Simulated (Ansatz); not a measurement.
Al–GaH–Cl, triplet: the ladder up to UCCSDT(Q)

Geometry: a PBE0/def2-TZVP stationary point for this spin, not checked as a minimum.

```yaml
atoms:
  - { symbol: Al, position_ang: [0.0000, -0.7317, 2.1344] }
  - { symbol: Ga, position_ang: [0.0000, 0.6006, 0.0419] }
  - { symbol: Cl, position_ang: [0.0000, -0.6855, -1.7026] }
  - { symbol: H, position_ang: [0.0000, 2.1542, -0.1484] }
```

Basis cc-pVDZ; Ansatz 0.2.0. Correlated methods freeze the noble-gas cores and the filled d shells of p-block atoms, which leaves 14 electrons in 44 orbitals. R marks a restricted (for open shells ROHF) determinant, U an unrestricted one. Active spaces: frontier = (10e, 10o) about the gap. No spin–orbit coupling is included, and no scalar relativity.

Full CI isn't at hand for all of this; UCCSDT(Q) serves as the reference, and is uncertain by about the last step of the cluster series. The frozen core follows each run's orbitals, which can shift R against U totals by a few meV for light atoms and by up to 0.1 eV past Ca.

- UHF ⟨S²⟩: 2.015
- T1 diagnostic (RCCSD): 0.0353
- largest doubles amplitude (RCCSD): 0.083
- T1 diagnostic (UCCSD): 0.0269

```
   level  E − E(RHF) (eV)
     UHF          -0.0794
    UMP2          -6.1080
   UCCSD          -7.0841
UCCSD(T)          -7.2766
```

Q: Estimate how far UCCSDT(Q) in cc-pVDZ lies from UCCSD(T). The table doesn't fix it; the size of (T) and the diagnostics are the guide.

A: UCCSDT(Q) in cc-pVDZ lies 5.5 kJ/mol below UCCSD(T), which is 29 % of the (T) step (-18.6 kJ/mol). T1 is raised, and the rest is a large part of (T). The miss exceeds 1 kcal/mol.

The other levels:

| level | E − E(UCCSDT(Q)) (kJ/mol) | share of correlation (%) | wall time |
| --- | --- | --- | --- |
| UCCSDT | 1.6 | 99.77 | – |

The correlation energy at UCCSDT(Q), counted from RHF, is -7.333 eV. That run took 75 s on 1 thread of Arm Neoverse V2, shared host.

Run but not shown, since their state or frozen core can't be matched to the reference's or they repeat it: RHF, RMP2, RCCSD, RCCSD(T), BCCD(T), RCCSDT, RCCSDT(Q), CASSCF (frontier space), NEVPT2 (frontier space).

Times hold each run's SCF and search for its determinant on a shared host, so for small cases they say little of a method's own cost; they ran on 1 thread of Arm Neoverse V2.
